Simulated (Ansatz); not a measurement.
A made-up structure of C₂H₄N (charge -1), singlet:

| atom | x (Å) | y (Å) | z (Å) |
| --- | --- | --- | --- |
| C1 | -0.8106 | 0.0874 | -0.4188 |
| C2 | 0.0091 | -0.8033 | -0.3320 |
| N3 | 0.9619 | -0.1730 | 0.2004 |
| H4 | -1.5617 | -0.2597 | -0.8666 |
| H5 | -0.7611 | 1.2288 | -0.0449 |
| H6 | 0.8303 | 0.7733 | 0.7705 |
| H7 | 1.3323 | -0.8534 | 0.6914 |

It is relaxed with PBE-D4/def2-SVPD and then PBE0-D4/def2-TZVPD (Ansatz 0.2.0). Atoms count as bonded within 1.22 times the sum of their covalent radii (H–H: 0.88 Å). The end point is not checked to be a true minimum.

Problem. Does its bonding change? (A judgement: the text doesn't fix the answer.)

Solution. The calculation gives: No: no bond forms or breaks.

Where it ends: The first stage lowers the energy by 4.29 eV in 9 steps. It ends as C₂H₄N ([CH2][C][NH2]), total charge -1:
```xyz
7
angstrom
C -0.9999 0.1296 -0.5100
C 0.0095 -0.7446 -0.3056
N 1.1543 -0.2120 0.3151
H -1.9131 -0.1492 -1.0305
H -0.9521 1.1866 -0.1646
H 1.0234 0.6668 0.8371
H 1.6779 -0.8772 0.8586
```

Labels in which every atom is bracketed show which atoms are joined, not bond orders.

For scale, one of the runs: PBE0-D4/def2-TZVPD relaxation, 147 basis functions, launched by `ansatz run in.yaml --threads 2 --pin off --events-out ev --progress --plain --max-ram 4352MiB`. Hardware: 2 CPU threads of an Arm Neoverse V2, shared host. Wall time about 16 s.
